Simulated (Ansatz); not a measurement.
```yaml
crystal:
  periodic: [false, false, false]
  atoms:
    - {symbol: O, position_ang: [-0.633988, -0.476333, 1.377813]}
    - {symbol: Xx, position_ang: [0.309165, -0.429423, 0.428477]}
    - {symbol: C, position_ang: [0.239241, 0.273852, -0.700112]}
    - {symbol: Cl, position_ang: [-1.148737, 1.232367, -1.046017]}
    - {symbol: Cl, position_ang: [1.490135, 0.279609, -1.863503]}
    - {symbol: H, position_ang: [-1.374748, 0.084606, 1.109328]}
    - {symbol: H, position_ang: [1.180332, -1.032576, 0.648314]}
basis:
  gaussian: {orbitals: pcseg-2}
total_charge: -1
magnetization: {spin_polarized: true, initial_magnetization: 1}
hamiltonian: {xc: {name: B3LYP}, dispersion: d3bjatm}
scf: {lower_state_search: light}
output: {forces: true}
```

```sh
$ ansatz run in.yaml --threads 2 --pin off --events-out ev --progress --plain --max-ram 4352MiB
```

(1) How does Ansatz answer? (Estimate.)

Answers

(1) The calculation gave: The input was rejected before any iteration.
```
Error: YAML parse error: error: line 5 column 16: `Xx` is not an element symbol (H … Og, case-exact)
 --> <input>:5:16
3 |   atoms:
4 |     - {symbol: O, position_ang: [-0.633988, -0.476333, 1.377813]}
5 |     - {symbol: Xx, position_ang: [0.309165, -0.429423, 0.428477]}
6 |     - {symbol: C, position_ang: [0.239241, 0.273852, -0.700112]}
7 |     - {symbol: Cl, position_ang: [-1.148737, 1.232367, -1.046017]}
```

B3LYP here is the variant with VWN-RPA as its local correlation; programs differ in this.
